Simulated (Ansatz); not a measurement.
Process, species as SMILES: N (NH3) → [NH2-] + H+
B3LYP-D3(BJ)/def2-TZVP geometries, fixed; electronic energies without zero-point terms.
Largest species:
```xyz
4

N      0.0022    -0.0038     0.1116
H     -0.0020     0.9512    -0.2281
H      0.8095    -0.4644    -0.2929
H     -0.8232    -0.4600    -0.2599
```
Charge 0, spin multiplicity 1.

Basis-set convergence of the deprotonation energy at wB97M-V with Ansatz (a program for electronic structure). Cartesian d functions, on some or all atoms, in 6-31G*, 6-31+G*; all else is spherical. The program fits the integrals of some runs and decomposes those of others, by size. The functional holds VV10 correlation; no added dispersion term, no relativity. Functions are those of the species that has most. Reference: the value in aug-pcseg-3, 409.74 kcal/mol, itself unsure by roughly 1.38 kcal/mol (its mean distance from aug-cc-pVQZ, def2-QZVPPD). Deviations are taken from unrounded values.

| basis | functions | deprotonation energy (kcal/mol) |
|---|---|---|
| 6-31G* | 21 | 441.66 |
| 6-31+G* | 25 | 410.30 |
| cc-pVDZ | 29 | 444.56 |
| aug-cc-pVDZ | 50 | 408.07 |
| def2-SVP | 29 | 442.87 |
| def2-SVPD | 44 | 416.44 |
| pcseg-1 | 29 | 434.26 |
| aug-pcseg-1 | 50 | 407.28 |
| 6-311G** | 36 | 437.51 |
| 6-311+G** | 40 | 410.89 |
| def2-TZVP | 49 | 421.93 |
| def2-TZVPD | 64 | 413.05 |
| cc-pVTZ | 72 | 430.54 |
| aug-cc-pVTZ | 115 | 409.71 |
| pcseg-2 | 72 | 418.90 |
| aug-pcseg-2 | 115 | 409.75 |
| def2-TZVPP | 73 | 422.45 |
| def2-TZVPPD | 88 | 413.75 |
| cc-pVQZ | 145 | 423.13 |
| aug-cc-pVQZ | 218 | 409.96 |
| def2-QZVPP | 147 | 416.24 |
| def2-QZVPPD | 162 | 412.28 |
| pcseg-3 | 159 | 412.04 |
| aug-pcseg-3 | 232 | 409.74 |

What the diffuse functions change, pair by pair:
- 6-31G* to 6-31+G*: 4 more functions, deviation 31.91 to 0.56 kcal/mol
- cc-pVDZ to aug-cc-pVDZ: 21 more functions, deviation 34.82 to -1.68 kcal/mol
- def2-SVP to def2-SVPD: 15 more functions, deviation 33.13 to 6.70 kcal/mol
- pcseg-1 to aug-pcseg-1: 21 more functions, deviation 24.52 to -2.47 kcal/mol
- 6-311G** to 6-311+G**: 4 more functions, deviation 27.76 to 1.15 kcal/mol
- def2-TZVP to def2-TZVPD: 15 more functions, deviation 12.18 to 3.30 kcal/mol
- cc-pVTZ to aug-cc-pVTZ: 43 more functions, deviation 20.80 to -0.04 kcal/mol
- pcseg-2 to aug-pcseg-2: 43 more functions, deviation 9.15 to 0.01 kcal/mol
- def2-TZVPP to def2-TZVPPD: 15 more functions, deviation 12.70 to 4.01 kcal/mol
- cc-pVQZ to aug-cc-pVQZ: 73 more functions, deviation 13.38 to 0.22 kcal/mol
- def2-QZVPP to def2-QZVPPD: 15 more functions, deviation 6.49 to 2.53 kcal/mol
- pcseg-3 to aug-pcseg-3: 73 more functions, deviation 2.30 to 0.00 kcal/mol

Leaving out the reference's own pair, they bring the value nearer the reference by more than 1.38 kcal/mol in 11 of 11 pairs.
